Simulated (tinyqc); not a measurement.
MP2 on RHF in the sto-3g basis, frozen core, for H2O, spin multiplicity 1, step by step. Computed by tinyqc, a small Python program that keeps every step (integrals from PySCF). Settings: charge = 0, multiplicity = 1, basis = sto-3g, method = RHF, frozen orbitals = 1, energy threshold = 1e-10, iteration cap = 57, orthogonalisation = canonical, start = Wolfsberg-Helmholz matrix, DIIS depth = 6. Command: `OMP_NUM_THREADS=1 python tinyqc.py 22437 22438 out.jsonl` (the two numbers bound the seeds that draw the settings). One thread of a shared host (Intel(R) Xeon(R) Processor @ 2.60GHz), about 0.1 s of CPU time with the checks. The early iterations of the SCF are left out here.

## One-electron integrals

Geometry (angstrom):
```
atom         x          y         z
O     0.000000   0.000000  0.000000
H     0.000000   0.846000  0.611000
H     0.000000  -0.846000  0.611000
```

Basis sto-3g: exponents (1/bohr^2) and contraction coefficients of normalised primitives:
```
element  l (shell)    exponent  coefficient
O            s (1)  130.709320     0.154329
O            s (1)   23.808861     0.535328
O            s (1)    6.443608     0.444635
O            s (2)    5.033151    -0.099967
O            s (2)    1.169596     0.399513
O            s (2)    0.380389     0.700115
O            p (3)    5.033151     0.155916
O            p (3)    1.169596     0.607684
O            p (3)    0.380389     0.391957
H            s (1)    3.425251     0.154329
H            s (1)    0.623914     0.535328
H            s (1)    0.168855     0.444635
```

Overlap, kinetic and nuclear-attraction integrals over the contracted functions; the nuclear repulsion is the sum of Za Zb / Rab.

nuclear repulsion = 8.42609477 hartree

overlap S:
```
           1O 1s     1O 2s    1O 2px     1O 2py    1O 2pz     2H 1s      3H 1s
1O 1s   1.000000  0.236704  0.000000   0.000000  0.000000  0.043938   0.043938
1O 2s   0.236704  1.000000  0.000000   0.000000  0.000000  0.419917   0.419917
1O 2px  0.000000  0.000000  1.000000   0.000000  0.000000  0.000000   0.000000
1O 2py  0.000000  0.000000  0.000000   1.000000  0.000000  0.293532  -0.293532
1O 2pz  0.000000  0.000000  0.000000   0.000000  1.000000  0.211995   0.211995
2H 1s   0.043938  0.419917  0.000000   0.293532  0.211995  1.000000   0.193617
3H 1s   0.043938  0.419917  0.000000  -0.293532  0.211995  0.193617   1.000000
```

kinetic energy T (hartree):
```
            1O 1s      1O 2s    1O 2px     1O 2py    1O 2pz      2H 1s      3H 1s
1O 1s   29.003200  -0.168011  0.000000   0.000000  0.000000  -0.007000  -0.007000
1O 2s   -0.168011   0.808128  0.000000   0.000000  0.000000   0.091045   0.091045
1O 2px   0.000000   0.000000  2.528731   0.000000  0.000000   0.000000   0.000000
1O 2py   0.000000   0.000000  0.000000   2.528731  0.000000   0.180150  -0.180150
1O 2pz   0.000000   0.000000  0.000000   0.000000  2.528731   0.130109   0.130109
2H 1s   -0.007000   0.091045  0.000000   0.180150  0.130109   0.760032  -0.002301
3H 1s   -0.007000   0.091045  0.000000  -0.180150  0.130109  -0.002301   0.760032
```

nuclear attraction V (hartree):
```
             1O 1s       1O 2s     1O 2px      1O 2py     1O 2pz      2H 1s      3H 1s
1O 1s   -61.632623   -7.423137   0.000000    0.000000  -0.015293  -1.413628  -1.413628
1O 2s    -7.423137  -10.058397   0.000000    0.000000  -0.184672  -3.304360  -3.304360
1O 2px    0.000000    0.000000  -9.916886    0.000000   0.000000   0.000000   0.000000
1O 2py    0.000000    0.000000   0.000000  -10.051359   0.000000  -2.043488   2.043488
1O 2pz   -0.015293   -0.184672   0.000000    0.000000  -9.987028  -1.527852  -1.527852
2H 1s    -1.413628   -3.304360   0.000000   -2.043488  -1.527852  -5.490458  -1.185275
3H 1s    -1.413628   -3.304360   0.000000    2.043488  -1.527852  -1.185275  -5.490458
```

core Hamiltonian H = T + V (hartree):
```
             1O 1s      1O 2s     1O 2px     1O 2py     1O 2pz      2H 1s      3H 1s
1O 1s   -32.629423  -7.591148   0.000000   0.000000  -0.015293  -1.420628  -1.420628
1O 2s    -7.591148  -9.250269   0.000000   0.000000  -0.184672  -3.213315  -3.213315
1O 2px    0.000000   0.000000  -7.388155   0.000000   0.000000   0.000000   0.000000
1O 2py    0.000000   0.000000   0.000000  -7.522627   0.000000  -1.863337   1.863337
1O 2pz   -0.015293  -0.184672   0.000000   0.000000  -7.458296  -1.397743  -1.397743
2H 1s    -1.420628  -3.213315   0.000000  -1.863337  -1.397743  -4.730426  -1.187576
3H 1s    -1.420628  -3.213315   0.000000   1.863337  -1.397743  -1.187576  -4.730426
```

## Two-electron integrals

Functions are numbered as in S; the eight-fold symmetry (ij|kl) = (ji|kl) = (kl|ij) leaves the list below.

Two-electron integrals (ij|kl) in chemists' order, unique and non-zero (hartree):
```
(11|11) 4.785065    (21|11) 0.741380    (21|21) 0.136873    (22|11) 1.118947
(22|21) 0.256633    (22|22) 0.817206    (31|31) 0.024477    (32|31) 0.037809
(32|32) 0.180518    (33|11) 1.115814    (33|21) 0.256684    (33|22) 0.817023
(33|33) 0.880159    (41|41) 0.024477    (42|41) 0.037809    (42|42) 0.180518
(43|43) 0.047444    (44|11) 1.115814    (44|21) 0.256684    (44|22) 0.817023
(44|33) 0.785270    (44|44) 0.880159    (51|51) 0.024477    (52|51) 0.037809
(52|52) 0.180518    (53|53) 0.047444    (54|54) 0.047444    (55|11) 1.115814
(55|21) 0.256684    (55|22) 0.817023    (55|33) 0.785270    (55|44) 0.785270
(55|55) 0.880159    (61|11) 0.139505    (61|21) 0.025545    (61|22) 0.047614
(61|33) 0.047521    (61|41) 0.000956    (61|42) 0.001792    (61|44) 0.047708
(61|51) 0.000690    (61|52) 0.001294    (61|54) 0.000135    (61|55) 0.047619
(61|61) 0.004830    (62|11) 0.346877    (62|21) 0.080587    (62|22) 0.285021
(62|33) 0.280118    (62|41) 0.004912    (62|42) 0.037867    (62|44) 0.289605
(62|51) 0.003547    (62|52) 0.027348    (62|54) 0.006851    (62|55) 0.285067
(62|61) 0.015344    (62|62) 0.124131    (63|31) 0.008341    (63|32) 0.048887
(63|43) 0.007822    (63|53) 0.005650    (63|63) 0.017483    (64|11) 0.205109
(64|21) 0.048258    (64|22) 0.182232    (64|33) 0.174005    (64|41) 0.010913
(64|42) 0.071748    (64|44) 0.195453    (64|51) 0.001858    (64|52) 0.016511
(64|54) 0.009841    (64|55) 0.177032    (64|61) 0.009585    (64|62) 0.096412
(64|64) 0.091498    (65|11) 0.148134    (65|21) 0.034853    (65|22) 0.131612
(65|33) 0.125670    (65|41) 0.001858    (65|42) 0.016511    (65|44) 0.129862
(65|51) 0.009683    (65|52) 0.060812    (65|54) 0.010850    (65|55) 0.139156
(65|61) 0.006923    (65|62) 0.069631    (65|64) 0.053455    (65|65) 0.056090
(66|11) 0.493461    (66|21) 0.116502    (66|22) 0.473199    (66|33) 0.454217
(66|41) 0.009023    (66|42) 0.096496    (66|44) 0.491252    (66|51) 0.006516
(66|52) 0.069692    (66|54) 0.026748    (66|55) 0.473535    (66|61) 0.022368
(66|62) 0.261947    (66|64) 0.232200    (66|65) 0.167700    (66|66) 0.774606
(71|11) 0.139505    (71|21) 0.025545    (71|22) 0.047614    (71|33) 0.047521
(71|41) -0.000956   (71|42) -0.001792   (71|44) 0.047708    (71|51) 0.000690
(71|52) 0.001294    (71|54) -0.000135   (71|55) 0.047619    (71|61) 0.004751
(71|62) 0.014832    (71|64) 0.008488    (71|65) 0.006698    (71|66) 0.021391
(71|71) 0.004830    (72|11) 0.346877    (72|21) 0.080587    (72|22) 0.285021
(72|33) 0.280118    (72|41) -0.004912   (72|42) -0.037867   (72|44) 0.289605
(72|51) 0.003547    (72|52) 0.027348    (72|54) -0.006851   (72|55) 0.285067
(72|61) 0.014832    (72|62) 0.099014    (72|64) 0.053306    (72|65) 0.053937
(72|66) 0.169429    (72|71) 0.015344    (72|72) 0.124131    (73|31) 0.008341
(73|32) 0.048887    (73|43) -0.007822   (73|53) 0.005650    (73|63) 0.013431
(73|73) 0.017483    (74|11) -0.205109   (74|21) -0.048258   (74|22) -0.182232
(74|33) -0.174005   (74|41) 0.010913    (74|42) 0.071748    (74|44) -0.195453
(74|51) -0.001858   (74|52) -0.016511   (74|54) 0.009841    (74|55) -0.177032
(74|61) -0.008488   (74|62) -0.053306   (74|64) -0.015794   (74|65) -0.028427
(74|66) -0.082017   (74|71) -0.009585   (74|72) -0.096412   (74|74) 0.091498
(75|11) 0.148134    (75|21) 0.034853    (75|22) 0.131612    (75|33) 0.125670
(75|41) -0.001858   (75|42) -0.016511   (75|44) 0.129862    (75|51) 0.009683
(75|52) 0.060812    (75|54) -0.010850   (75|55) 0.139156    (75|61) 0.006698
(75|62) 0.053937    (75|64) 0.028427    (75|65) 0.042367    (75|66) 0.100746
(75|71) 0.006923    (75|72) 0.069631    (75|74) -0.053455   (75|75) 0.056090
(76|11) 0.118333    (76|21) 0.027735    (76|22) 0.106174    (76|33) 0.103780
(76|44) 0.106023    (76|51) 0.001930    (76|52) 0.017597    (76|55) 0.108604
(76|61) 0.005219    (76|62) 0.045381    (76|64) 0.030571    (76|65) 0.028628
(76|66) 0.098416    (76|71) 0.005219    (76|72) 0.045381    (76|74) -0.030571
(76|75) 0.028628    (76|76) 0.020434    (77|11) 0.493461    (77|21) 0.116502
(77|22) 0.473199    (77|33) 0.454217    (77|41) -0.009023   (77|42) -0.096496
(77|44) 0.491252    (77|51) 0.006516    (77|52) 0.069692    (77|54) -0.026748
(77|55) 0.473535    (77|61) 0.021391    (77|62) 0.169429    (77|64) 0.082017
(77|65) 0.100746    (77|66) 0.309545    (77|71) 0.022368    (77|72) 0.261947
(77|74) -0.232200   (77|75) 0.167700    (77|76) 0.098416    (77|77) 0.774606
```

## Orthogonalisation

S = U s U^T; canonical form X = U s^(-1/2), so that X^T S X = 1. Each column of U has its largest component positive (the first on a tie).

eigenvalues of S: 0.399067  0.476936  0.889031  1.000000  1.092940  1.329447  1.812579

X:
```
                1          2          3         4          5          6         7
1O 1s   -0.330823   0.000000   0.743599  0.000000  -0.614341   0.000000  0.169787
1O 2s    1.096551   0.000000  -0.284768  0.000000  -0.293441   0.000000  0.441897
1O 2px   0.000000   0.000000   0.000000  1.000000   0.000000   0.000000  0.000000
1O 2py   0.000000   0.900145   0.000000  0.000000   0.000000   0.679347  0.000000
1O 2pz   0.487807   0.000000   0.657002  0.000000   0.641764   0.000000  0.198122
2H 1s   -0.691382  -0.802015  -0.171954  0.000000   0.140676   0.381235  0.379702
3H 1s   -0.691382   0.802015  -0.171954  0.000000   0.140676  -0.381235  0.379702
```

## Iteration 8 (converged): orbitals

converged F (hartree):
```
             1O 1s      1O 2s     1O 2px     1O 2py     1O 2pz      2H 1s      3H 1s
1O 1s   -20.239426  -5.162159   0.000000   0.000000  -0.026883  -0.974643  -0.974643
1O 2s    -5.162159  -2.418408   0.000000   0.000000  -0.089080  -0.882115  -0.882115
1O 2px    0.000000   0.000000  -0.384566   0.000000   0.000000   0.000000   0.000000
1O 2py    0.000000   0.000000   0.000000  -0.263867   0.000000  -0.381061   0.381061
1O 2pz   -0.026883  -0.089080   0.000000   0.000000  -0.299872  -0.327653  -0.327653
2H 1s    -0.974643  -0.882115   0.000000  -0.381061  -0.327653  -0.471260  -0.285445
3H 1s    -0.974643  -0.882115   0.000000   0.381061  -0.327653  -0.285445  -0.471260
```

Diagonalise F' = X^T F X, C = X C', fill 5 alpha and 5 beta electrons from the bottom; D = 2 C_occ C_occ^T. Each column has its largest component positive (the first on a tie).

F' = X^T F X (hartree):
```
           1         2          3          4          5          6          7
1  -0.033772  0.000000   1.936022   0.000000  -1.463216   0.000000   0.334341
2   0.000000  0.647552   0.000000   0.000000   0.000000   0.105975   0.000000
3   1.936022  0.000000  -8.894429   0.000000   8.792283   0.000000  -3.975447
4   0.000000  0.000000   0.000000  -0.384566   0.000000   0.000000   0.000000
5  -1.463216  0.000000   8.792283   0.000000  -9.442553   0.000000   4.261691
6   0.000000  0.105975   0.000000   0.000000   0.000000  -0.570556   0.000000
7   0.334341  0.000000  -3.975447   0.000000   4.261691   0.000000  -3.019657
```

orbital energies (hartree): MO1 -20.247930, MO2 -1.225429, MO3 -0.579707, MO4 -0.433487, MO5 -0.384566, MO6 0.516434, MO7 0.656703

coefficients C:
```
              MO1        MO2        MO3        MO4       MO5        MO6        MO7
1O 1s    0.994315  -0.236675   0.000000   0.095836  0.000000  -0.121509   0.000000
1O 2s    0.024989   0.865828   0.000000  -0.494982  0.000000   0.754723   0.000000
1O 2px   0.000000   0.000000   0.000000   0.000000  1.000000   0.000000   0.000000
1O 2py   0.000000   0.000000   0.599388   0.000000  0.000000   0.000000   0.955253
1O 2pz   0.003485   0.098682   0.000000   0.770444  0.000000   0.719296   0.000000
2H 1s   -0.005114   0.151546   0.448819   0.306376  0.000000  -0.744770  -0.766243
3H 1s   -0.005114   0.151546  -0.448819   0.306376  0.000000  -0.744770   0.766243
```

D after iteration 8:
```
            1O 1s      1O 2s    1O 2px     1O 2py     1O 2pz      2H 1s      3H 1s
1O 1s    2.107722  -0.455020  0.000000   0.000000   0.107891  -0.023181  -0.023181
1O 2s   -0.455020   1.990581  0.000000   0.000000  -0.591654  -0.041130  -0.041130
1O 2px   0.000000   0.000000  2.000000   0.000000   0.000000   0.000000   0.000000
1O 2py   0.000000   0.000000  0.000000   0.718532   0.000000   0.538034  -0.538034
1O 2pz   0.107891  -0.591654  0.000000   0.000000   1.206670   0.501966   0.501966
2H 1s   -0.023181  -0.041130  0.000000   0.538034   0.501966   0.636595  -0.169160
3H 1s   -0.023181  -0.041130  0.000000  -0.538034   0.501966  -0.169160   0.636595
```

## Convergence

Stop when the energy changes by less than 1e-10 hartree and every element of the error matrix X^T (F D S - S D F) X is below 3e-06.

Course of the cycle:
```
iteration   E (hartree)     change  largest element of the error matrix
1          -74.58910109          -                             6.39e-01
2          -74.93559031  -3.46e-01                             1.60e-01
3          -74.95422463  -1.86e-02                             4.15e-02
4          -74.95600467  -1.78e-03                             8.20e-03
5          -74.95610065  -9.60e-05                             1.73e-03
6          -74.95610813  -7.48e-06                             2.84e-05
7          -74.95610813  -3.89e-10                             3.81e-07
8          -74.95610813  -1.71e-13                             1.48e-09
```

PySCF RHF in the same basis = -74.95610813 hartree

Converged in 8 iterations.

## Integrals over molecular orbitals

(pq|rs) = sum C_ip C_jq C_kr C_ls (ij|kl), one index at a time.

one-electron integrals over orbitals h = C^T H C (hartree):
```
            1          2          3          4          5          6          7
1  -32.612370   0.564744   0.000000  -0.214979   0.000000   0.279904   0.000000
2    0.564744  -7.592748   0.000000   0.488300   0.000000  -1.286597   0.000000
3    0.000000   0.000000  -6.135038   0.000000   0.000000   0.000000  -1.756589
4   -0.214979   0.488300   0.000000  -6.782773   0.000000  -1.202351   0.000000
5    0.000000   0.000000   0.000000   0.000000  -7.388155   0.000000   0.000000
6    0.279904  -1.286597   0.000000  -1.202351   0.000000  -5.274698   0.000000
7    0.000000   0.000000  -1.756589   0.000000   0.000000   0.000000  -5.569154
```

Two-electron integrals over orbitals (pq|rs), unique and non-zero (hartree); the lowest 1 orbital is frozen and left out:
```
(22|22) 0.722539    (32|32) 0.136836    (33|22) 0.624765    (33|33) 0.607429
(42|22) -0.012881   (42|33) 0.005500    (42|42) 0.128746    (43|32) 0.025971
(43|43) 0.051052    (44|22) 0.671245    (44|33) 0.578847    (44|42) -0.101082
(44|44) 0.743144    (52|52) 0.147885    (53|53) 0.027095    (54|52) -0.044580
(54|54) 0.051491    (55|22) 0.750789    (55|33) 0.610545    (55|42) -0.074549
(55|44) 0.711267    (55|55) 0.880159    (62|22) 0.136007    (62|33) 0.067993
(62|42) 0.027086    (62|44) 0.076470    (62|55) 0.149648    (62|62) 0.097093
(63|32) -0.041776   (63|43) -0.034892   (63|63) 0.076494    (64|22) 0.112249
(64|33) 0.045030    (64|42) -0.037380   (64|44) 0.127779    (64|55) 0.133244
(64|62) 0.062477    (64|64) 0.081984    (65|52) 0.055492    (65|54) 0.002319
(65|65) 0.036090    (66|22) 0.597017    (66|33) 0.556061    (66|42) 0.053923
(66|44) 0.543140    (66|55) 0.578186    (66|62) 0.091585    (66|64) 0.047975
(66|66) 0.584469    (72|32) 0.049407    (72|43) -0.030998   (72|63) 0.032049
(72|72) 0.065949    (73|22) 0.155024    (73|33) 0.089231    (73|42) -0.075053
(73|44) 0.153643    (73|55) 0.197958    (73|62) 0.073102    (73|64) 0.089304
(73|66) 0.040958    (73|73) 0.155282    (74|32) -0.073658   (74|43) -0.006040
(74|63) 0.050967    (74|72) -0.017548   (74|74) 0.068701    (75|53) 0.023901
(75|75) 0.025148    (76|32) 0.093341    (76|43) 0.056360    (76|63) -0.068995
(76|72) -0.005255   (76|74) -0.058890   (76|76) 0.115693    (77|22) 0.616214
(77|33) 0.593628    (77|42) -0.018450   (77|44) 0.594531    (77|55) 0.618614
(77|62) 0.065329    (77|64) 0.048059    (77|66) 0.555008    (77|73) 0.098527
(77|77) 0.608082
```

## Second-order Moller-Plesset energy

Hartree-Fock energy = -74.95610813 hartree

E2 = sum_ijab (ia|jb) [2 (ia|jb) - (ib|ja)] / (e_i + e_j - e_a - e_b) over occupied i, j and virtual a, b; the opposite-spin part is (ia|jb)^2 / denominator, the rest is same-spin, and SCS-MP2 scales them by 6/5 and 1/3.

Terms:
```
i  j  a  b    (ia|jb)    (ib|ja)  denominator       term
3  3  7  7   0.155282   0.155282    -2.472819  -0.009751
4  3  6  7   0.089304   0.050967    -2.186331  -0.005214
3  4  7  6   0.089304   0.050967    -2.186331  -0.005214
4  4  6  6   0.081984   0.081984    -1.899843  -0.003538
3  2  7  6   0.073102   0.032049    -2.978273  -0.002802
2  3  6  7   0.073102   0.032049    -2.978273  -0.002802
2  2  6  6   0.097093   0.097093    -3.483727  -0.002706
3  3  6  6   0.076494   0.076494    -2.192282  -0.002669
4  4  7  7   0.068701   0.068701    -2.180380  -0.002165
2  4  6  6   0.062477   0.062477    -2.691785  -0.001450
4  2  6  6   0.062477   0.062477    -2.691785  -0.001450
2  2  7  7   0.065949   0.065949    -3.764264  -0.001155
5  5  6  6   0.036090   0.036090    -1.802000  -0.000723
5  5  7  7   0.025148   0.025148    -2.082537  -0.000304
3  4  6  7   0.050967   0.089304    -2.186331  -0.000294
4  3  7  6   0.050967   0.089304    -2.186331  -0.000294
4  2  7  7  -0.017548  -0.017548    -2.972322  -0.000104
2  4  7  7  -0.017548  -0.017548    -2.972322  -0.000104
3  2  6  7   0.032049   0.073102    -2.978273   0.000097
2  3  7  6   0.032049   0.073102    -2.978273   0.000097
```

Pair energies (hartree; pair i-j sums ij and ji):
```
pair  opposite spin  same spin
2-2       -0.003861   0.000000
3-2       -0.004278  -0.001132
3-3       -0.012420   0.000000
4-2       -0.003107   0.000000
4-3       -0.009672  -0.001345
4-4       -0.005702   0.000000
5-5       -0.001026   0.000000
```

MP2 correlation energy = -0.04254437 hartree

SCS-MP2 correlation energy = -0.04890713 hartree

MP2 total energy = -74.99865251 hartree
